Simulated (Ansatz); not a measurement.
Saddle point of AlNH6, closed shell (AlH₃ + NH₃ → AlNH₄ ([NH2][AlH2]) + H₂; bonds formed: H2–H5; dative contacts that become bonds: Al1–N6; bonds broken: Al1–H2, H5–N6), PBE0-D4/def2-TZVP structure:

| atom | x (Å) | y (Å) | z (Å) |
| --- | --- | --- | --- |
| Al1 | -0.7573 | -0.2164 | -0.4872 |
| H2 | 0.1916 | 1.2430 | -0.9871 |
| H3 | -0.5867 | -1.2943 | -1.6358 |
| H4 | -2.1427 | 0.3046 | 0.0771 |
| H5 | 0.6538 | 0.8412 | -0.1907 |
| N6 | 0.6641 | -0.1820 | 0.7741 |
| H7 | 1.4471 | -0.8179 | 0.7214 |
| H8 | 0.5301 | 0.1217 | 1.7281 |

Energies are electronic, without zero-point energy. Barriers and step energies count from the start structure reached by relaxing down the imaginary mode; all methods use the PBE0-D4 structures, on which another method's saddle can fall below an end. Computed with Ansatz 0.2.0 (basis: def2-TZVPP, with def2-QZVPP for the basis limit); correlated methods freeze the cores. B3LYP uses VWN-RPA correlation. Extrapolation: Hartree–Fock as exp(−7.88 √X), correlation as X^−2.97.

| method | barrier (kJ/mol) | step energy (kJ/mol) |
| --- | --- | --- |
| SPW92 | 96.0 | 53.7 |
| PBE-D4 | 109.3 | 40.2 |
| BLYP-D4 | ? | 29.2 |
| r2SCAN-D4 | 116.3 | 42.2 |
| B97M-V | 134.8 | 55.7 |
| PBE0-D4 | 123.7 | 48.2 |
| B3LYP-D4 | 126.0 | 37.0 |
| r2SCAN0-D4 | 127.5 | 47.4 |
| BHLYP-D4 | 143.5 | 45.6 |
| CAM-B3LYP-D4 | 131.1 | 41.9 |
| wB97X-V | 135.5 | 45.0 |
| wB97M-V | 133.5 | 40.7 |
| B2PLYP | ? | 37.3 |
| PBE-QIDH | 133.8 | 48.5 |
| RPA on PBE | ? | 42.1 |
| HF | 178.5 | 50.8 |
| MP2 | 131.9 | 36.5 |
| CCSD | 144.9 | 44.8 |
| CCSD(T) | 138.6 | 43.0 |

(1) Fill in the withheld barriers. (Judge from chemistry; the value comes from the calculation.)

The T1 diagnostic stays at or below 0.011.

## Answers

(1) The calculation gives: BLYP-D4 115.0; B2PLYP 130.7; RPA on PBE 137.3 kJ/mol. Each is the energy of the saddle less that of the start structure, by the same method.

For comparison, the barrier by CCSD(T) at an estimated basis limit (MP2 extrapolated from triple and quadruple zeta, plus CCSD(T) − MP2 in triple zeta) is 133.7 kJ/mol.

The step is the kind of exchange with an N–H group that builds nitride films in atomic layer and chemical vapour deposition.

Labels in which every atom is bracketed show which atoms are joined, not bond orders.

For scale, one of the runs: CCSD(T)/def2-TZVPP, 157 basis functions, launched by `ansatz run in.yaml --threads 2 --pin off --events-out ev --progress --plain --max-ram 4352MiB`. Time: 5.5 s of wall clock on 2 CPU threads of an Intel Xeon 6975P-C; the host was shared. Peak host memory: 1.2 GiB.
